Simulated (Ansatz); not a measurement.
System: AgP15 (P-1, No. 2; cell taken from a computed entry). Method: r²SCAN (Ansatz, an electronic-structure program, PAW).

Run with plane-wave cutoff 560 eV, 6×4×4 k mesh (along the axes of the cell as run), Fermi–Dirac smearing 0.01 eV, no spin polarisation, scalar-relativistic PAW data made under PBE.

Cell (relaxed with PBEsol):

AgP₁₅ is modelled in the triclinic space group P-1 (No. 2), Pearson symbol aP32. Conventional cell: a = 6.8830 Å, b = 8.8803 Å, c = 10.8352 Å, α = 101.28°, β = 98.67°, γ = 105.01°. Ag on 2i has 4 P at 2.478–2.566 Å. P1 on 2i is coordinated by 3 P at 2.173–2.229 Å (trigonal pyramidal). P2 on 2i sees 3 P at 2.198–2.265 Å (trigonal pyramidal). P3 on 2i is coordinated by 3 P at 2.202–2.288 Å (trigonal pyramidal). P4 on 2i is surrounded by 2 P at 2.173–2.187 Å and 1 Ag at 2.478 Å (trigonal pyramidal). P5 on 2i has 3 P at 2.198–2.241 Å (trigonal pyramidal). P6 on 2i is surrounded by 3 P at 2.202–2.227 Å (trigonal pyramidal). P7 on 2i is coordinated by 3 P at 2.199–2.234 Å (trigonal pyramidal). 8 further independent sites are not listed. (Neighbours: up to the widest gap in distance over summed covalent radii, below 1.35, at either atom; cation-cation and far metal-metal contacts left out.)

Q: Predict the band gap, smallest direct gap on the k points sampled and direct gap at Γ.

A: 
band gap: 1.00 eV
smallest direct gap on the k points sampled: 1.23 eV
direct gap at Γ: 1.56 eV

Note: cell and atoms aren't relaxed at this level (largest force component 0.27 eV/Å, pressure 1.9 GPa).

Spin–orbit coupling is not included.

Computed values are for the static lattice.

The result took roughly 14 core-minutes.
